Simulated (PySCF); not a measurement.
Problem. What does the PBE0-D3(BJ)/def2-SVP structure of `Cn1nccn1` look like in three dimensions?

Solution. 
```
atom  x, y, z in Å
C1    -1.7464   -0.0600   -0.0320
N2    -0.3065   -0.0374   -0.0368
N3     0.4101   -1.1211    0.1667
C4     1.6659   -0.6860    0.1267
C5     1.6395    0.6985   -0.1038
N6     0.3687    1.0781   -0.1995
H7    -2.1361    0.3833    0.8962
H8    -2.0633   -1.1059   -0.1032
H9    -2.1234    0.5114   -0.8897
H10    2.5049   -1.3660    0.2571
H11    2.4529    1.4137   -0.2059
```

Orientation and origin are arbitrary. Atoms count from 1 in this order. N2 (pyrrole-type nitrogen) is planar (angles 122.1°, 121.8° and 116.0°, sum 360.0°, 0.02 Å off the plane of its three neighbours). The 6 heavy atoms lie in one plane (0.009 Å rms). The 5-membered ring N2–N3–C4–C5–N6 has internal angles of 103.9° to 116.0° (sum 540°, against 540° for a flat polygon); it is planar, 0.00 Å rms from its mean plane, widest ring torsion 0°. The C–N distances run from 1.330 Å (N3–C4, aromatic) to 1.440 Å (C1–N2, drawn single), a spread of 0.110 Å.

Bonds between heavy atoms (Å): C1–N2 1.440, N2–N3 1.315, N3–C4 1.330, C4–C5 1.404, C5–N6 1.330, N2–N6 1.314.

Theory: PySCF 2.14.0, PBE0-D3(BJ)/def2-SVP geometry optimisation, gas phase.

Point group: near Cs, missed by 0.35 Å at most; the miss may be what the optimiser left on a soft mode. Not checked by PBE0-D3(BJ)/def2-SVP frequencies.
